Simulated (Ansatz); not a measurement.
**Al2H4O (SMILES [OH][AlH][AlH2]): single points off equilibrium**

One table from this session's results is given with a row withheld; the runs are named, their logs left out.

The runs use Ansatz 0.2.0, Gaussian basis; single points in def2-TZVPP.

Correlated methods freeze the cores.

## The system as given

7 atoms, charge 0, spin multiplicity 1.

Atoms are counted from 1 here; the program's logs count them from 0.

Bond lengths: O1–Al2 1.637 Å, O1–H4 0.959 Å, Al2–Al3 2.542 Å, Al2–H5 1.615 Å, Al3–H6 1.596 Å, Al3–H7 1.591 Å. Angles: Al2–O1–H4 177.0°, O1–Al2–Al3 155.0°, O1–Al2–H5 120.0°, Al3–Al2–H5 85.0°, Al2–Al3–H6 142.1°, Al2–Al3–H7 93.5°, H6–Al3–H7 124.4°.

Geometry (Å):

```xyz
7

O    -1.7450   -1.0537   -1.1755
Al   -0.5522   -0.1832   -0.4683
Al    1.3298    0.2219    1.1916
H    -2.4560   -1.5229   -1.6152
H    -0.2451    1.3219   -0.9684
H     2.1470   -0.4855    2.3654
H     1.6327    1.6828    0.6401
```

The first run:

Input file run/in.yaml:

```yaml
crystal:
  periodic: [false, false, false]
  atoms:
    - {symbol: O, position_ang: [-1.745000, -1.053700, -1.175500]}
    - {symbol: Al, position_ang: [-0.552200, -0.183200, -0.468300]}
    - {symbol: Al, position_ang: [1.329800, 0.221900, 1.191600]}
    - {symbol: H, position_ang: [-2.456000, -1.522900, -1.615200]}
    - {symbol: H, position_ang: [-0.245100, 1.321900, -0.968400]}
    - {symbol: H, position_ang: [2.147000, -0.485500, 2.365400]}
    - {symbol: H, position_ang: [1.632700, 1.682800, 0.640100]}
basis:
  gaussian: {orbitals: def2-TZVPP}
correlation: {method: ccsd_t}
output: {forces: true}
```

The command line of these runs was not kept.

Steps of the session up to this table: CCSD(T)/def2-TZVPP; PBE0-D4/def2-TZVPP; wB97M-V/def2-TZVPP; r2SCAN-D4/def2-TZVPP; PBE-D4/def2-TZVPP; LC-wPBE/def2-TZVPP; B97M-V/def2-TZVPP.

One table of the session follows, with a row left open; its other results are not shown here.

| method | RMS force component (eV/Å) | angle to CCSD(T) forces (°) | dipole (D) |
| --- | --- | --- | --- |
| CCSD(T) | 0.508 | reference | 2.24 |
| PBE0-D4 | ? | ? | ? |
| wB97M-V | 0.512 | 6.2 | 2.22 |
| r2SCAN-D4 | 0.466 | 4.3 | 2.17 |
| PBE-D4 | 0.459 | 18.8 | 2.07 |
| LC-wPBE | 0.489 | 5.1 | 2.21 |
| B97M-V | 0.456 | 12.3 | 2.40 |

Estimate the missing values for PBE0-D4.

As computed: RMS force component (eV/Å): 0.472; angle to CCSD(T) forces (°): 5.6; dipole (D): 2.10. In the column «RMS force component (eV/Å)» it lies between r2SCAN-D4 (0.466) and LC-wPBE (0.489).
